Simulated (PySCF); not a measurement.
Numbering as in the mapped SMILES `[F:1][CH:2]([Cl:3])[Cl:4]` (H(Xn): hydrogen on atom n).

Geometry: PBE0-D3(BJ)/def2-TZVP; GIAO shifts from PySCF 2.14.0 with density-fitted response routines, gas phase, non-relativistic, averaged over equivalent atoms.

At wB97X-D/pcSseg-2 (172 basis functions, 11 s wall time on 1 thread of an Intel Xeon Platinum 8488C, shared host):
```
  atoms  δ (ppm)
     F1    -85.8
     C2    122.0
Cl3/Cl4    352.1
  H(C2)     7.40
```

Shifts are taken against calculated references (same method and geometry level): ¹⁹F (184.95 ppm) vs CFCl3; TMS for ¹³C (186.29 ppm), ¹H (31.63 ppm); ³⁵Cl (940.66 ppm) vs HCl.

Question: Estimate the result of repeating the calculation with KT3/pcSseg-2.

Answer: 
```json
{"atoms": "F1", "δ at KT3/pcSseg-2": "-91.8", "change": "-6.0"}
{"atoms": "C2", "δ at KT3/pcSseg-2": "124.5", "change": "+2.5"}
{"atoms": "Cl3/Cl4", "δ at KT3/pcSseg-2": "361.6", "change": "+9.5"}
{"atoms": "H(C2)", "δ at KT3/pcSseg-2": "7.97", "change": "+0.57"}
```

Referencing at the same level of theory: CFCl3 for ¹⁹F (145.48 ppm); ¹³C (183.24 ppm) and ¹H (31.63 ppm) vs TMS; HCl for ³⁵Cl (942.39 ppm).

The largest change is at Cl3/Cl4 (chlorine bonded to C). Cost: 172 basis functions, 11 s wall time on 1 thread of an Intel Xeon Platinum 8488C, shared host.

Carbons that carry Cl, above all several Cl atoms, come out too deshielded, partly because spin–orbit coupling is missing. Unscaled 19F shifts against computed CFCl3 carry errors that often reach 10 to 50 ppm.
